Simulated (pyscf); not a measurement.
# Four-centre exchange: H₂N–B(Cl)–Cl + ammonia (NH₃) -> H₂N–B(NH₂)–Cl + hydrogen chloride (HCl)

Gas phase, singlet surface, charge 0. Bonds broken: B2–Cl3, N7–H8. Bonds formed: B2–N7, Cl3–H8. Structures and frequencies: ωB97X-D3(BJ)/def2-SVP in PySCF.

Transition state (Å):

```xyz
10

N     -0.2783    -0.1484     1.3976
B     -0.5654    -0.0443     0.0327
Cl    -1.0699    -2.5066    -0.7266
Cl    -1.9103     0.9250    -0.5785
H      0.3850    -0.8397     1.7289
H     -1.0278     0.0140     2.0604
N      0.5551    -0.3270    -0.9883
H      0.1880    -1.3842    -1.1845
H      0.4893     0.2534    -1.8253
H      1.4999    -0.2953    -0.6035
```

One imaginary mode, 427i cm⁻¹; descent along it reached the two sides named, in the forms told below.

| bond | change | reactant side (Å) | saddle | product side |
|---|---|---|---|---|
| B2–Cl3 | breaks | 1.856 | 2.6 | 3.6 |
| N7–H8 | breaks | 1.022 | 1.136 | 1.925 |
| B2–N7 | forms | 1.659 | 1.542 | 1.435 |
| Cl3–H8 | forms | 2.9 | 1.747 | 1.307 |

Electronic energies relative to the separated reactants (kJ/mol):

```json
[
 {"level": "ωB97X-D3(BJ)/def2-TZVP", "barrier": "35.0", "reaction energy": "-7.3", "reverse barrier": "42.2"},
 {"level": "PBE/def2-TZVP", "barrier": "27.5", "reaction energy": "-5.4", "reverse barrier": "33.0"},
 {"level": "r²SCAN/def2-TZVP", "barrier": "25.0", "reaction energy": "-7.6", "reverse barrier": "32.6"},
 {"level": "B3LYP-D3(BJ)/def2-TZVP", "barrier": "28.3", "reaction energy": "-11.3", "reverse barrier": "39.6"},
 {"level": "PBE0-D3(BJ)/def2-TZVP", "barrier": "22.7", "reaction energy": "-8.8", "reverse barrier": "31.5"},
 {"level": "M06-2X/def2-TZVP", "barrier": "31.4", "reaction energy": "-14.1", "reverse barrier": "45.5"},
 {"level": "ωB97M-D3(BJ)/def2-TZVP", "barrier": "32.1", "reaction energy": "-11.9", "reverse barrier": "44.0"},
 {"level": "HF/def2-TZVP", "barrier": "72.0", "reaction energy": "-18.5", "reverse barrier": "90.4"}
]
```

With ωB97M-D3(BJ)/def2-TZVP energies and thermal terms (ideal gas, 1 atm, RRHO with modes under 100 cm⁻¹ raised to 100, one conformer, R ln 2 for rigid chiral ones), in kJ/mol:

```
T (K)   ΔH‡    ΔG‡     ΔH     ΔG
-----  ----  -----  -----  -----
298    30.8   74.8  -18.0  -17.0
600    30.9  119.5  -15.2  -17.0
900    33.0  163.5  -12.8  -18.5
1200   35.8  206.6  -10.7  -20.7
```

On the reactant side the descent ends in an adduct with a B–N contact, 50.6 kJ/mol under the separated species and 85.6 kJ/mol under the saddle at ωB97X-D3(BJ)/def2-TZVP. On the product side the descent ends in a complex, 21.5 kJ/mol under the separated species and 63.7 kJ/mol under the saddle at ωB97X-D3(BJ)/def2-TZVP. What is counted as formed (B–N) is already present as a longer contact in the reactant adduct; forming that adduct is a step of its own. One saddle was located; it need not be the lowest between these sides.
